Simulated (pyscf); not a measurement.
Thermochemistry of product channels of `[F][Ti]([F])([F])[F]` + `[ClH]` on the singlet surface, in kJ/mol, from ωB97M-D3(BJ)/def2-TZVP energies (ideal gas, 1 atm, RRHO with modes under 100 cm⁻¹ raised to 100, one conformer, R ln 2 for rigid chiral ones). Optimised with ωB97X-D3(BJ)/def2-SVP in PySCF.

```
products                           ΔE  ΔH(298 K)  ΔG(298 K)  ΔG(900 K)
--------------------------------  ---  ---------  ---------  ---------
`[FH]` + `[F][Ti]([F])([F])[Cl]`  ___      +34.4      +31.5      +24.6
`[F][Cl]` + `[F][TiH]([F])[F]`    ___     +477.7     +470.7     +457.5
```

**Question.** What belongs in the gaps?

**Answer.** 
- `[FH]` + `[F][Ti]([F])([F])[Cl]`, ΔE: +29.6
- `[F][Cl]` + `[F][TiH]([F])[F]`, ΔE: +482.5

These are energies of the channels, which say nothing of barriers.
